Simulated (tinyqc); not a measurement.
Inside a calculation. Method: UKS/PBE0 in the sto-3g basis, for CH2, spin multiplicity 3. One step of it, computed by the program tinyqc.

Problem. Iteration 2: building the Kohn-Sham matrix. J_ij = sum D_kl (ij|kl) with D = D(alpha) + D(beta), K_ij = sum D_kl (ik|jl) for each spin; F = H + J - 0.25 K(s) + V_xc; E = tr D H + tr D J / 2 - 0.125 sum_s tr D(s) K(s) + E_xc + E_nn.

D(alpha) after iteration 1, order 1C 1s, 1C 2s, 1C 2px, 1C 2py, 1C 2pz, 2H 1s, 3H 1s:
$$\begin{pmatrix}
1.069641 & -0.285311 & 0.000000 & 0.000000 & -0.011534 & 0.020332 & 0.020332 \\
-0.285311 & 1.165801 & 0.000000 & 0.000000 & 0.057704 & -0.077789 & -0.077789 \\
0.000000 & 0.000000 & 1.000000 & 0.000000 & 0.000000 & 0.000000 & 0.000000 \\
0.000000 & 0.000000 & 0.000000 & 1.086165 & 0.000000 & -0.077769 & 0.077769 \\
-0.011534 & 0.057704 & 0.000000 & 0.000000 & 1.032909 & -0.049289 & -0.049289 \\
0.020332 & -0.077789 & 0.000000 & -0.077769 & -0.049289 & 0.012765 & 0.001629 \\
0.020332 & -0.077789 & 0.000000 & 0.077769 & -0.049289 & 0.001629 & 0.012765
\end{pmatrix}$$

D(beta) after iteration 1, order 1C 1s, 1C 2s, 1C 2px, 1C 2py, 1C 2pz, 2H 1s, 3H 1s:
$$\begin{pmatrix}
1.069175 & -0.282415 & 0.000000 & 0.000000 & -0.010262 & 0.017497 & 0.017497 \\
-0.282415 & 1.148346 & 0.000000 & 0.000000 & 0.050266 & -0.063035 & -0.063035 \\
0.000000 & 0.000000 & 0.000000 & 0.000000 & 0.000000 & 0.000000 & 0.000000 \\
0.000000 & 0.000000 & 0.000000 & 0.000000 & 0.000000 & 0.000000 & 0.000000 \\
-0.010262 & 0.050266 & 0.000000 & 0.000000 & 1.029840 & -0.044024 & -0.044024 \\
0.017497 & -0.063035 & 0.000000 & 0.000000 & -0.044024 & 0.005121 & 0.005121 \\
0.017497 & -0.063035 & 0.000000 & 0.000000 & -0.044024 & 0.005121 & 0.005121
\end{pmatrix}$$

core Hamiltonian H = T + V (hartree), order 1C 1s, 1C 2s, 1C 2px, 1C 2py, 1C 2pz, 2H 1s, 3H 1s:
$$\begin{pmatrix}
-18.536396 & -4.470544 & 0.000000 & 0.000000 & -0.011210 & -0.600579 & -0.600579 \\
-4.470544 & -5.486445 & 0.000000 & 0.000000 & -0.125182 & -1.589302 & -1.589302 \\
0.000000 & 0.000000 & -4.386719 & 0.000000 & 0.000000 & 0.000000 & 0.000000 \\
0.000000 & 0.000000 & 0.000000 & -4.500703 & 0.000000 & -1.229675 & 1.229675 \\
-0.011210 & -0.125182 & 0.000000 & 0.000000 & -4.428910 & -0.768993 & -0.768993 \\
-0.600579 & -1.589302 & 0.000000 & -1.229675 & -0.768993 & -3.001081 & -0.293863 \\
-0.600579 & -1.589302 & 0.000000 & 1.229675 & -0.768993 & -0.293863 & -3.001081
\end{pmatrix}$$

Two-electron integrals (ij|kl) in chemists' order, unique and non-zero (hartree):
```
(11|11) 3.541948    (21|11) 0.576921    (21|21) 0.111888    (22|11) 0.854682
(22|21) 0.205284    (22|22) 0.624709    (31|31) 0.020296    (32|31) 0.030858
(32|32) 0.137996    (33|11) 0.852436    (33|21) 0.205335    (33|22) 0.624568
(33|33) 0.672833    (41|41) 0.020296    (42|41) 0.030858    (42|42) 0.137996
(43|43) 0.036269    (44|11) 0.852436    (44|21) 0.205335    (44|22) 0.624568
(44|33) 0.600295    (44|44) 0.672833    (51|51) 0.020296    (52|51) 0.030858
(52|52) 0.137996    (53|53) 0.036269    (54|54) 0.036269    (55|11) 0.852436
(55|21) 0.205335    (55|22) 0.624568    (55|33) 0.600295    (55|44) 0.600295
(55|55) 0.672833    (61|11) 0.076921    (61|21) 0.014840    (61|22) 0.027225
(61|33) 0.027138    (61|41) 0.000741    (61|42) 0.001399    (61|44) 0.027335
(61|51) 0.000451    (61|52) 0.000851    (61|54) 0.000120    (61|55) 0.027211
(61|61) 0.002009    (62|11) 0.212118    (62|21) 0.051766    (62|22) 0.177018
(62|33) 0.172550    (62|41) 0.004169    (62|42) 0.030659    (62|44) 0.182203
(62|51) 0.002537    (62|52) 0.018653    (62|54) 0.005873    (62|55) 0.176123
(62|61) 0.007167    (62|62) 0.070097    (63|31) 0.004890    (63|32) 0.026892
(63|43) 0.005744    (63|53) 0.003495    (63|63) 0.007869    (64|11) 0.164380
(64|21) 0.040593    (64|22) 0.147187    (64|33) 0.139947    (64|41) 0.007677
(64|42) 0.050084    (64|44) 0.158778    (64|51) 0.001696    (64|52) 0.014110
(64|54) 0.007962    (64|55) 0.142665    (64|61) 0.005838    (64|62) 0.069047
(64|64) 0.074645    (65|11) 0.100008    (65|21) 0.024697    (65|22) 0.089548
(65|33) 0.085144    (65|41) 0.001696    (65|42) 0.014110    (65|44) 0.089610
(65|51) 0.005921    (65|52) 0.035477    (65|54) 0.008462    (65|55) 0.093787
(65|61) 0.003552    (65|62) 0.042008    (65|64) 0.040627    (65|65) 0.032586
(66|11) 0.384430    (66|21) 0.095343    (66|22) 0.372668    (66|33) 0.354093
(66|41) 0.008681    (66|42) 0.088265    (66|44) 0.394378    (66|51) 0.005282
(66|52) 0.053700    (66|54) 0.024509    (66|55) 0.369004    (66|61) 0.013314
(66|62) 0.196804    (66|64) 0.212988    (66|65) 0.129582    (66|66) 0.774606
(71|11) 0.076921    (71|21) 0.014840    (71|22) 0.027225    (71|33) 0.027138
(71|41) -0.000741   (71|42) -0.001399   (71|44) 0.027335    (71|51) 0.000451
(71|52) 0.000851    (71|54) -0.000120   (71|55) 0.027211    (71|61) 0.001951
(71|62) 0.006742    (71|64) 0.005080    (71|65) 0.003352    (71|66) 0.012389
(71|71) 0.002009    (72|11) 0.212118    (72|21) 0.051766    (72|22) 0.177018
(72|33) 0.172550    (72|41) -0.004169   (72|42) -0.030659   (72|44) 0.182203
(72|51) 0.002537    (72|52) 0.018653    (72|54) -0.005873   (72|55) 0.176123
(72|61) 0.006742    (72|62) 0.047396    (72|64) 0.034361    (72|65) 0.027663
(72|66) 0.100881    (72|71) 0.007167    (72|72) 0.070097    (73|31) 0.004890
(73|32) 0.026892    (73|43) -0.005744   (73|53) 0.003495    (73|63) 0.004898
(73|73) 0.007869    (74|11) -0.164380   (74|21) -0.040593   (74|22) -0.147187
(74|33) -0.139947   (74|41) 0.007677    (74|42) 0.050084    (74|44) -0.158778
(74|51) -0.001696   (74|52) -0.014110   (74|54) 0.007962    (74|55) -0.142665
(74|61) -0.005080   (74|62) -0.034361   (74|64) -0.020946   (74|65) -0.019741
(74|66) -0.070415   (74|71) -0.005838   (74|72) -0.069047   (74|74) 0.074645
(75|11) 0.100008    (75|21) 0.024697    (75|22) 0.089548    (75|33) 0.085144
(75|41) -0.001696   (75|42) -0.014110   (75|44) 0.089610    (75|51) 0.005921
(75|52) 0.035477    (75|54) -0.008462   (75|55) 0.093787    (75|61) 0.003352
(75|62) 0.027663    (75|64) 0.019741    (75|65) 0.020711    (75|66) 0.061925
(75|71) 0.003552    (75|72) 0.042008    (75|74) -0.040627   (75|75) 0.032586
(76|11) 0.035908    (76|21) 0.008804    (76|22) 0.031404    (76|33) 0.030538
(76|44) 0.031442    (76|51) 0.000715    (76|52) 0.005706    (76|55) 0.032198
(76|61) 0.001191    (76|62) 0.011016    (76|64) 0.009503    (76|65) 0.007271
(76|66) 0.028842    (76|71) 0.001191    (76|72) 0.011016    (76|74) -0.009503
(76|75) 0.007271    (76|76) 0.002217    (77|11) 0.384430    (77|21) 0.095343
(77|22) 0.372668    (77|33) 0.354093    (77|41) -0.008681   (77|42) -0.088265
(77|44) 0.394378    (77|51) 0.005282    (77|52) 0.053700    (77|54) -0.024509
(77|55) 0.369004    (77|61) 0.012389    (77|62) 0.100881    (77|64) 0.070415
(77|65) 0.061925    (77|66) 0.226514    (77|71) 0.013314    (77|72) 0.196804
(77|74) -0.212988   (77|75) 0.129582    (77|76) 0.028842    (77|77) 0.774606
```

nuclear repulsion = 4.87538605 hartree

V_xc(alpha) (hartree), order 1C 1s, 1C 2s, 1C 2px, 1C 2py, 1C 2pz, 2H 1s, 3H 1s:
$$\begin{pmatrix}
-1.745630 & -0.256482 & 0.000000 & 0.000000 & -0.000401 & -0.034532 & -0.034532 \\
-0.256482 & -0.492217 & 0.000000 & 0.000000 & -0.000044 & -0.119240 & -0.119240 \\
0.000000 & 0.000000 & -0.488750 & 0.000000 & 0.000000 & 0.000000 & 0.000000 \\
0.000000 & 0.000000 & 0.000000 & -0.487232 & 0.000000 & -0.090365 & 0.090365 \\
-0.000401 & -0.000044 & 0.000000 & 0.000000 & -0.489735 & -0.055453 & -0.055453 \\
-0.034532 & -0.119240 & 0.000000 & -0.090365 & -0.055453 & -0.157086 & -0.019691 \\
-0.034532 & -0.119240 & 0.000000 & 0.090365 & -0.055453 & -0.019691 & -0.157086
\end{pmatrix}$$

V_xc(beta) (hartree), order 1C 1s, 1C 2s, 1C 2px, 1C 2py, 1C 2pz, 2H 1s, 3H 1s:
$$\begin{pmatrix}
-1.725300 & -0.243403 & 0.000000 & 0.000000 & -0.000366 & -0.032767 & -0.032767 \\
-0.243403 & -0.420907 & 0.000000 & 0.000000 & -0.000572 & -0.101109 & -0.101109 \\
0.000000 & 0.000000 & -0.396367 & 0.000000 & 0.000000 & 0.000000 & 0.000000 \\
0.000000 & 0.000000 & 0.000000 & -0.392601 & 0.000000 & -0.073063 & 0.073063 \\
-0.000366 & -0.000572 & 0.000000 & 0.000000 & -0.463140 & -0.051012 & -0.051012 \\
-0.032767 & -0.101109 & 0.000000 & -0.073063 & -0.051012 & -0.130611 & -0.017445 \\
-0.032767 & -0.101109 & 0.000000 & 0.073063 & -0.051012 & -0.017445 & -0.130611
\end{pmatrix}$$

E_xc = sum of w rho eps_xc = -4.95999678 hartree

Give: Coulomb J; exchange K(alpha); exchange K(beta); F(alpha); F(beta); total energy of this density.

Solution.

Coulomb J (hartree), order 1C 1s, 1C 2s, 1C 2px, 1C 2py, 1C 2pz, 2H 1s, 3H 1s:
$$\begin{pmatrix}
12.2530 & 2.3886 & 0.0000 & 0.0000 & 0.0019 & 0.3177 & 0.3177 \\
2.3886 & 5.4708 & 0.0000 & 0.0000 & 0.0024 & 1.4866 & 1.4866 \\
0.0000 & 0.0000 & 5.4432 & 0.0000 & 0.0000 & 0.0000 & 0.0000 \\
0.0000 & 0.0000 & 0.0000 & 5.4380 & 0.0000 & 1.2065 & -1.2065 \\
0.0019 & 0.0024 & 0.0000 & 0.0000 & 5.5148 & 0.7415 & 0.7415 \\
0.3177 & 1.4866 & 0.0000 & 1.2065 & 0.7415 & 2.9879 & 0.2612 \\
0.3177 & 1.4866 & 0.0000 & -1.2065 & 0.7415 & 0.2612 & 2.9879
\end{pmatrix}$$

exchange K(alpha) (hartree), order 1C 1s, 1C 2s, 1C 2px, 1C 2py, 1C 2pz, 2H 1s, 3H 1s:
$$\begin{pmatrix}
3.6545 & 0.6728 & 0.0000 & 0.0000 & 0.0002 & 0.0959 & 0.0959 \\
0.6728 & 1.0991 & 0.0000 & 0.0000 & 0.0027 & 0.2723 & 0.2723 \\
0.0000 & 0.0000 & 0.9044 & 0.0000 & 0.0000 & 0.0000 & 0.0000 \\
0.0000 & 0.0000 & 0.0000 & 0.9054 & 0.0000 & 0.1783 & -0.1783 \\
0.0002 & 0.0027 & 0.0000 & 0.0000 & 0.9048 & 0.1083 & 0.1083 \\
0.0959 & 0.2723 & 0.0000 & 0.1783 & 0.1083 & 0.1403 & 0.0471 \\
0.0959 & 0.2723 & 0.0000 & -0.1783 & 0.1083 & 0.0471 & 0.1403
\end{pmatrix}$$

exchange K(beta) (hartree), order 1C 1s, 1C 2s, 1C 2px, 1C 2py, 1C 2pz, 2H 1s, 3H 1s:
$$\begin{pmatrix}
3.6121 & 0.6092 & 0.0000 & 0.0000 & 0.0004 & 0.0836 & 0.0836 \\
0.6092 & 0.8201 & 0.0000 & 0.0000 & 0.0053 & 0.2037 & 0.2037 \\
0.0000 & 0.0000 & 0.1932 & 0.0000 & 0.0000 & 0.0000 & 0.0000 \\
0.0000 & 0.0000 & 0.0000 & 0.1871 & 0.0000 & 0.0353 & -0.0353 \\
0.0004 & 0.0053 & 0.0000 & 0.0000 & 0.8311 & 0.1010 & 0.1010 \\
0.0836 & 0.2037 & 0.0000 & 0.0353 & 0.1010 & 0.0828 & 0.0585 \\
0.0836 & 0.2037 & 0.0000 & -0.0353 & 0.1010 & 0.0585 & 0.0828
\end{pmatrix}$$

F(alpha) (hartree), order 1C 1s, 1C 2s, 1C 2px, 1C 2py, 1C 2pz, 2H 1s, 3H 1s:
$$\begin{pmatrix}
-8.9427 & -2.5066 & 0.0000 & 0.0000 & -0.0098 & -0.3414 & -0.3414 \\
-2.5066 & -0.7826 & 0.0000 & 0.0000 & -0.1235 & -0.2901 & -0.2901 \\
0.0000 & 0.0000 & 0.3416 & 0.0000 & 0.0000 & 0.0000 & 0.0000 \\
0.0000 & 0.0000 & 0.0000 & 0.2237 & 0.0000 & -0.1581 & 0.1581 \\
-0.0098 & -0.1235 & 0.0000 & 0.0000 & 0.3699 & -0.1100 & -0.1100 \\
-0.3414 & -0.2901 & 0.0000 & -0.1581 & -0.1100 & -0.2053 & -0.0642 \\
-0.3414 & -0.2901 & 0.0000 & 0.1581 & -0.1100 & -0.0642 & -0.2053
\end{pmatrix}$$

F(beta) (hartree), order 1C 1s, 1C 2s, 1C 2px, 1C 2py, 1C 2pz, 2H 1s, 3H 1s:
$$\begin{pmatrix}
-8.9117 & -2.4776 & 0.0000 & 0.0000 & -0.0098 & -0.3366 & -0.3366 \\
-2.4776 & -0.6416 & 0.0000 & 0.0000 & -0.1246 & -0.2548 & -0.2548 \\
0.0000 & 0.0000 & 0.6118 & 0.0000 & 0.0000 & 0.0000 & 0.0000 \\
0.0000 & 0.0000 & 0.0000 & 0.4979 & 0.0000 & -0.1050 & 0.1050 \\
-0.0098 & -0.1246 & 0.0000 & 0.0000 & 0.4149 & -0.1037 & -0.1037 \\
-0.3366 & -0.2548 & 0.0000 & -0.1050 & -0.1037 & -0.1645 & -0.0648 \\
-0.3366 & -0.2548 & 0.0000 & 0.1050 & -0.1037 & -0.0648 & -0.1645
\end{pmatrix}$$

total energy of this density = -37.242654 hartree
